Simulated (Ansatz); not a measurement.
Saddle point of CH$_{8}$OSi, closed shell (CH₄O ([CH3][OH]) + SiH₄ → CH₆OSi ([CH3][O][SiH3]) + H₂; bonds formed: Si1–O7, H2–H6; bonds broken: Si1–H2, H6–O7), PBE0-D4/def2-TZVP structure:

Si1  (-0.681, 0.684, -0.923)
H2  (0.833, 0.353, -1.757)
H3  (-1.319, -0.421, -1.686)
H4  (-1.628, 0.885, 0.234)
H5  (-0.739, 2.005, -1.603)
H6  (1.135, 0.050, -0.684)
O7  (0.624, 0.205, 0.294)
C8  (0.475, -0.763, 1.332)
H9  (0.453, -1.772, 0.915)
H10  (1.309, -0.664, 2.025)
H11  (-0.462, -0.562, 1.852)
(Å)

Energies are electronic, without zero-point energy. Barriers and step energies count from the start structure reached by relaxing down the imaginary mode; all methods use the PBE0-D4 structures, on which another method's saddle can fall below an end. Ansatz 0.2.0; basis: def2-TZVPP, with def2-QZVPP for the basis limit; cores frozen in the correlated methods. B3LYP uses VWN-RPA correlation. Extrapolation: Hartree–Fock as exp(−7.88 √X), correlation as X^−2.97.

```csv
method,barrier (kcal/mol),step energy (kcal/mol)
SPW92,23.04,-11.44
PBE-D4,31.15,-12.18
BLYP-D4,34.80,-14.44
r2SCAN-D4,33.27,-14.11
B97M-V,35.16,-13.38
PBE0-D4,34.58,-12.19
B3LYP-D4,37.13,-14.18
r2SCAN0-D4,35.71,-13.74
BHLYP-D4,41.12,-14.31
CAM-B3LYP-D4,37.48,-14.14
wB97X-V,?,-13.39
wB97M-V,?,-13.53
B2PLYP,38.26,-14.54
PBE-QIDH,36.88,-13.55
RPA on PBE,?,-13.42
HF,52.54,-14.02
MP2,37.17,-15.53
CCSD,41.25,-13.34
CCSD(T),38.97,-13.65
```

Problem. Fill in the withheld barriers. (An estimate is asked for; the value comes from the calculation.)

Solution. By the calculation: wB97M-V 36.91; RPA on PBE 39.60; wB97X-V 37.97 kcal/mol. Each is the energy of the saddle less that of the start structure, by the same method.

For comparison, the barrier by CCSD(T) at an estimated basis limit (MP2 extrapolated from triple and quadruple zeta, plus CCSD(T) − MP2 in triple zeta) is 38.24 kcal/mol.

T1 diagnostic: at most 0.013.

Labels in which every atom is bracketed show which atoms are joined, not bond orders.

For scale, one of the runs: CCSD(T)/def2-TZVPP, 216 basis functions, launched by `ansatz run in.yaml --threads 4 --pin off --events-out ev --progress --plain --max-ram 9574MiB`. Hardware: 4 CPU threads of an Intel Xeon, shared host. Wall time 64 s; peak host memory 3.2 GiB.
